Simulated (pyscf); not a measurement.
`[BH2][NH][CH3]` + `[H][H]` → `[BH2][CH3]` + `[NH3]`, a multi-bond step (singlet surface; C–N, B–N, H–H broken, B–C, H–N, H–N formed). Optimised with ωB97X-D3(BJ)/def2-SVP in PySCF. Energies in kJ/mol from the separated reactants.

Small-basis levels: PySCF, no dispersion term, spherical d functions. AM1 to PM7: differences of heats of formation from MOPAC, which are fitted to 298 K values and so differ in kind from electronic energies by zero-point and thermal terms. Cost: rough CPU time at the saddle relative to B3LYP/6-31G*, from one job on a shared machine.

```csv
level,barrier,reaction energy,cost
MP2/6-31G*,445.3,+82.8,0.08
PBE/6-31G*,348.6,+83.5,1
B3LYP/STO-3G,418.4,+155.8,0.6
B3LYP/3-21G,382.1,+115.8,0.8
B3LYP/LANL2DZ,399.8,+73.7,0.8
M06-2X/6-31G*,414.8,+80.7,3
B3LYP/6-311+G**,381.7,+46.4,2
PBE/def2-SVP,336.0,+79.8,2
B3LYP/def2-SVP,385.5,+74.1,1
AM1,464.3,+100.8,under 0.02
PM3,361.2,+163.6,under 0.02
PM6,410.1,+210.5,under 0.02
ωB97M-D3(BJ)/def2-TZVP,391.1,+51.5,–
```

Against the last row the barrier runs from -55.1 (PBE/def2-SVP) to +73.2 kJ/mol (AM1). ωB97M-D3(BJ)/def2-TZVP has limits of its own. On the product side the descent ends in an adduct with a B–N contact, 111.6 kJ/mol under the separated species and 461.1 kJ/mol under the saddle at ωB97X-D3(BJ)/def2-TZVP. What is counted as broken (B–N) persists as a longer contact in the product adduct; parting that adduct is a step of its own. At ωB97X-D3(BJ)/def2-TZVP the barrier from the zero used here is 401.8 kJ/mol. H₂B–NH–CH₃ lies 75.1 kJ/mol over its isomer H₃C–BH–NH₂ (electronic energy, ωB97M-D3(BJ)/def2-TZVP). One saddle was located; it need not be the lowest between these sides.
